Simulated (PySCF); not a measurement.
Carbon monosulfide, CS.
Bonds: C1–S2 (triple).

The closed-shell SCF was solved with PySCF and density fitting under several settings on one GFN2-xTB geometry (grid level 2 and gas phase unless stated).

| settings | basis functions | SCF cycles | E (Eh) | HOMO (eV) | LUMO (eV) | dipole (D) |
| --- | --- | --- | --- | --- | --- | --- |
| PBE0/pcSseg-1 | 41 | 11 | -435.9967 | -8.87 | -2.21 | 1.80 |
| PBE0/def2-SVPD | 47 | 10 | -435.8695 | -8.94 | -2.36 | 1.98 |
| PBE0/pcSseg-1, energy threshold 1e-06 Eh, fitting basis def2-qzvpp-jkfit | 41 | 6 | -435.9968 | -8.87 | -2.21 | 1.80 |
| PBE0/pcX-1, grid level 1 | 64 | 8 | -436.0056 | -8.69 | -2.06 | 1.82 |
| BHandHLYP/3-21G, IEF-PCM acetone, grid level 3, start guess sap | 22 | 8 | -433.9807 | -10.16 | -0.69 | 1.70 |
| PW91/MINI, grid level 1, energy threshold 1e-08 Eh | 14 | 7 | -433.8527 | -8.02 | -4.33 | 1.51 |
| BLYP/def2-SVPD, start guess atom | 47 | 9 | -436.0585 | -7.28 | -3.23 | 2.06 |

Estimate the row for these settings: PBE0/pcSseg-1, IEF-PCM methanol, damping 0.3 at the start, DIIS from the seventh cycle, energy threshold 1e-06 Eh.

```csv
settings,basis functions,SCF cycles,E (Eh),HOMO (eV),LUMO (eV),dipole (D)
"PBE0/pcSseg-1, IEF-PCM methanol, damping 0.3 at the start, DIIS from the seventh cycle, energy threshold 1e-06 Eh",41,10,-435.9998,-8.90,-2.12,2.42
```

Over all rows, what range does the HOMO–LUMO gap span?

From 3.69 eV (PW91/MINI, grid level 1, energy threshold 1e-08 Eh) to 9.47 eV (BHandHLYP/3-21G, IEF-PCM acetone, grid level 3, start guess sap). The functional of the narrowest has no exact exchange, that of the widest 50 % exact exchange.

Compare two rows with the functional PBE0: PBE0/pcSseg-1 and PBE0/pcX-1, grid level 1. Which energy is lower, and by how much?

PBE0/pcX-1, grid level 1 (64 functions) lies 0.0089 Eh or 5.6 kcal/mol below PBE0/pcSseg-1 (41 functions).

Cycle counts include a coarse-grid stage where the run had one. Geometry: GFN2-xTB; no vibrations or thermal averaging.
